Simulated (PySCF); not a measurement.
Cl₂⁺: from constants to spectrum

UHF-CCSD(T) constants of Cl₂⁺, doublet, unpaired electrons π ↑ (PySCF, spin-free X2C with a Gaussian nucleus, basis sets Cl jorge-DZP-DKH; masses 34.9689 and 34.9689 u):

| Property | Result |
| --- | --- |
| ωe | 597.9 cm⁻¹ |
| ωexe | 2.87 cm⁻¹ |
| Be | 0.2522 cm⁻¹ |
| αe | 0.00158 cm⁻¹ |
| D (centrifugal) | 1.79e-07 cm⁻¹ |
| De to Cl⁺ + Cl | 3.03 eV |

(1) Give the vibrational terms G(v) and spacings up to v = 6.

(2) How well does the Morse estimate ωe²/(4ωexe) reproduce De, and what is D0?

Correlated steps freeze 10 core orbitals. Correlated levels converge slowly with the basis: in double zeta they bind strong bonds too weakly, by up to about 1 eV, and carry superposition errors of some tenths. The state was picked by a PBE0 search and need not be the measured ground state.

Results:

(1) G(v) = ωe(v+½) − ωexe(v+½)².

```
v  G(v) (cm⁻¹)  G(v) − G(v−1)  Bv (cm⁻¹)
0        298.2                    0.2514
1        890.4          592.2     0.2498
2       1476.8          586.4     0.2482
3       2057.5          580.7     0.2467
4       2632.4          574.9     0.2451
5       3201.6          569.2     0.2435
6       3765.1          563.5     0.2419
```

(2) It gives 3.86 eV, 127 % of the computed De. D0 = De − G(0) = 3.03 − 0.04 = 2.99 eV.
